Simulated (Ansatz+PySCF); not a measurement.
Results of a calculation; reference values are marked as such.
# Several solutions for doublet C2(-)

```xyz
2

C     0.0000    0.0000   -0.5830
C     0.0000    0.0000    0.5830
```

Basis set: def2-SVP (spherical functions). Charge -1, multiplicity 2.

ROHF was run from several starts with Ansatz (development build ahead of 0.2.0) and PySCF 2.14.0.

| run | program | start | converged | energy (hartree) | <S²> |
| --- | --- | --- | --- | --- | --- |
| A | Ansatz | stability test followed | yes | -75.45690 | 0.75 |
| B | Ansatz | atomic start, no search | yes | -75.44643 | 0.75 |
| C | PySCF | guess 1e, instabilities followed | yes | -75.45302 | 0.75 |
| D | PySCF | program defaults | yes | -75.44643 | 0.75 |
| E | PySCF | guess atom, instabilities followed | yes | -75.45302 | 0.75 |
| F | PySCF | guess huckel, instabilities followed | yes | -75.45302 | 0.75 |
| G | Ansatz | search for the lowest state | yes | -75.45690 | 0.75 |
| H | PySCF | guess minao, instabilities followed | yes | -75.45302 | 0.75 |

(1) Which runs reached the lowest solution of this kind, and what is wrong with the others?

## Answers

(1) A, G reached the lowest solution found. Converged but too high: B by 0.28 eV, C by 0.11 eV, D by 0.28 eV, E by 0.11 eV, F by 0.11 eV, H by 0.11 eV. Convergence only shows a stationary point, and even a stable one can lie too high; stability tests and further starts are what find lower ones. Caution: this determinant is likely not that of the ground state. Caution: no diffuse functions for an anion. Caution: the determinant may break the point group.
